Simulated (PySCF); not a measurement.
Ionisation of hydrogen fluoride

System: hydrogen fluoride, `F` (HF). Non-hydrogen atoms are numbered in `[FH:1]`.

Computed at ωB97X-D3(BJ)/ma-def2-TZVP // PBE0-D3(BJ)/def2-SVP with PySCF (density fitting, grid level 2). The prefix ma- adds one diffuse s and one diffuse p function on all atoms but H. Thermal corrections: PBE0-D3(BJ)/def2-SVP frequencies, unscaled, ideal gas at 298.15 K and 1 bar, quasi-RRHO entropy.

Frontier levels of the parent: HOMO -14.55 eV, LUMO 2.56 eV.

Oxidation to the radical cation:
```
Vertical ionisation energy (electronic)              : 16.26 eV
Adiabatic ionisation energy (with zero-point energy) : 16.02 eV
Adiabatic, electronic part                           : 16.09 eV
Vertical gap at the product's structure              : 15.89 eV
Inner reorganisation energy (four-point)             : 376 meV
Relaxation of product / of parent                    : 174 / 202 meV
⟨S²⟩ of the product                                  : 0.752
Largest spin populations                             : F1 1.02
Largest changes of atomic charge                     : F1 0.85, H (on F1) 0.15
Distances that move most (Å)                         : F1–H 0.920 → 1.014
Potential in dichloromethane                         : 12.45 V absolute, 7.75 V against Fc+/Fc computed at 4.70 V (solvation -20 → -360 kJ/mol)
```

Solvents are IEF-PCM continua (electrostatics only, gas-phase structures); absolute potentials refer to an electron at rest in vacuum. Fc+/Fc in dichloromethane, 4.70 V, is ωB97X-D3(BJ)/ma-def2-TZVP on PBE0-D3(BJ)/def2-SVP structures with GFN2-xTB thermal terms. Benchmark calculations put it near 5.0 V in acetonitrile and DMSO, so it is about 0.3 V low, and the value against it can read up to that much too high.

Measured values (NIST Chemistry WebBook, evaluated or the median of agreeing entries): vertical ionisation energy 16.12 eV (computed 16.26, difference 0.14); adiabatic ionisation energy 16.03 eV (computed 16.02, difference -0.01).
